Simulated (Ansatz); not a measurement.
Predict the output of the script below (Ansatz 0.2.0, Python API).

`conformers_c5h9o.py`
```python
'''Conformer energies of C5H9O(-).'''

import ansatz as az
from rdkit import Chem
from rdkit.Chem import AllChem


def main() -> None:
    rd = Chem.AddHs(Chem.MolFromSmiles('CC[C@@H]1C[C@H]1[O-]'))
    ids = list(AllChem.EmbedMultipleConfs(rd, numConfs=20, randomSeed=645, pruneRmsThresh=0.4))
    field = [energy for _, energy in AllChem.MMFFOptimizeMoleculeConfs(rd)]
    distinct = {round(e, 2): i for i, e in zip(ids, field)}
    chosen = sorted(distinct.items())[:4]
    found = []
    for force_field, index in chosen:
        geometry = az.Crystal.molecule()
        for atom, xyz in zip(rd.GetAtoms(), rd.GetConformer(index).GetPositions()):
            geometry = geometry.atom(atom.GetSymbol(), xyz.round(5).tolist())
        calc = geometry.calculation()
        calc = calc.basis(gaussian='cc-pVDZ').functional('b3lyp')
        calc = calc.charge(-1)
        found.append(calc.run(threads=1, backend='cpu').report['free_energy_ev'])
    print('conformer   MMFF (kcal/mol)   this level (kcal/mol)')
    for (force_field, index), e in zip(chosen, found):
        print(f'{index:9d} {force_field - chosen[0][0]:17.2f} {23.060548 * (e - min(found)):17.3f}')


if __name__ == '__main__':
    main()
```

```console
$ python conformers_c5h9o.py
conformer   MMFF (kcal/mol)   this level (kcal/mol)
        0              0.00             0.000
        1              0.03             0.441
        2              2.96             2.366
```

What to keep in mind:
- The conformers keep their force-field geometries.
- b3lyp holds the VWN-RPA fit, as in Gaussian; the form of ORCA and Turbomole is b3lyp5.
- Anions want diffuse functions, which this basis lacks.
- The whole script took 18 s on 1 thread of Arm Neoverse V1 (shared host), peak memory 0.38 GiB.
